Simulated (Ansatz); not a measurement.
Relaxed structures of CH6Si2, singlet (PBE0-D4/def2-TZVP; forces vanish, vibrations not checked; lower isomers may exist, and structures with a doubtful reference or unclear bonds are left out; Å). Computed with Ansatz 0.2.0 (basis: def2-TZVPP); correlated methods freeze the cores.

(1) Rank them by CCSD(T) energy, lowest first, and give each one's height above the lowest. Links in brackets join atoms within 1.22 times the sum of their covalent radii (1.1 for two metals). (An estimate is asked for; the value comes from the calculation.)
A.
CH₆Si₂ ([CH3][SiH][SiH2])
```
9
angstrom
C -0.5930 1.2007 -0.8596
Si 0.4791 -0.2683 -0.4286
Si 0.4153 -1.2913 1.4550
H -0.0178 2.1287 -0.8255
H -1.4273 1.2796 -0.1612
H -0.9983 1.0905 -1.8685
H 1.7088 -0.3808 -1.2524
H 1.2529 -2.4946 1.6661
H -0.8196 -1.2645 2.2747
```
B.
CH₆Si₂ ([SiH2][CH][SiH3])
```
9
angstrom
C 0.5658 -0.2668 -0.2593
Si -0.5549 1.1073 -0.7450
Si 0.3079 -1.2266 1.1214
H 0.1556 2.4168 -0.7846
H -1.6650 1.2063 0.2425
H -1.1464 0.8913 -2.0957
H 1.4336 -0.4792 -0.8793
H 1.1958 -2.3376 1.5331
H -0.8445 -1.0102 2.0212
```
C.
CH₆Si₂ ([CH2][SiH][SiH3])
```
9
angstrom
C -0.3674 0.9980 -1.0323
Si 0.8591 0.0852 -0.2730
Si 0.4094 -1.2622 1.5633
H -0.1839 1.6347 -1.8908
H 1.2098 -0.8326 2.7407
H -1.3927 0.9762 -0.6800
H 2.2493 0.1451 -0.7891
H 0.7412 -2.6817 1.2687
H -1.0380 -1.1441 1.8756
```

T1 diagnostic: at most 0.015. The restricted Hartree–Fock reference is unstable towards an unrestricted one at one or more of these structures.

Results:

(1) Computed: B (0.00 kcal/mol), A (0.87 kcal/mol), C (2.66 kcal/mol). Heights count from the lowest.

For scale, one of the runs: CCSD(T)/def2-TZVPP, 199 basis functions, launched by `ansatz run in.yaml --threads 2 --pin off --events-out ev --progress --plain --max-ram 4352MiB`. Time: 42 s of wall clock on 2 CPU threads of an Arm Neoverse V1; the host was shared. Peak host memory: 2.2 GiB.
